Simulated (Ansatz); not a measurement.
# C2H2FN: the cost of one run

The runs use Ansatz 0.2.0, Gaussian basis; single points in def2-TZVPP.

Levels: PBE-D4, r2SCAN-D4, PBE0-D4, Hartree-Fock, MP2, CCSD, CCSD(T).

Cores are frozen in the correlated methods.

## Step 1: Where the work starts

SMILES `N=C=CF`, 6 atoms, charge 0, spin multiplicity 1.

Atoms are counted from 1 here; the program's logs count them from 0.

Bond lengths: N1–C2 1.212 Å, N1–H5 1.014 Å, C2–C3 1.302 Å, C3–F4 1.356 Å, C3–H6 1.077 Å. Angles: C2–N1–H5 121.8°, N1–C2–C3 169.8°, C2–C3–F4 122.6°, C2–C3–H6 123.7°, F4–C3–H6 113.7°.

Geometry (Å):

```
N    -0.2050    1.2993   -0.8759
C    -0.0493    0.3040   -0.2026
C     0.2489   -0.6300    0.6547
F     1.1367   -1.6170    0.3796
H    -0.9275    1.3568   -1.5845
H    -0.2039   -0.7131    1.6287
```

## Step 2: Relaxation at PBE0-D4

File relax/in.yaml:

```yaml
crystal:
  periodic: [false, false, false]
  atoms:
    - {symbol: N, position_ang: [-0.204960, 1.299270, -0.875880]}
    - {symbol: C, position_ang: [-0.049340, 0.304000, -0.202630]}
    - {symbol: C, position_ang: [0.248940, -0.629980, 0.654720]}
    - {symbol: F, position_ang: [1.136740, -1.617010, 0.379620]}
    - {symbol: H, position_ang: [-0.927470, 1.356800, -1.584490]}
    - {symbol: H, position_ang: [-0.203910, -0.713080, 1.628660]}
basis:
  gaussian: {orbitals: def2-TZVP}
hamiltonian: {xc: pbe0, dispersion: d4}
relax: {f_tol: 0.005, max_steps: 200}
```

Run with:

```console
> ansatz run in.yaml --threads 2 --pin off --events-out ev --progress --plain --max-ram 4352MiB
```

**Question.** How long does this run take on 2 threads of Arm Neoverse N1, shared host, and how much memory does it need?

About 45 s, with a peak of 0.21 GiB.
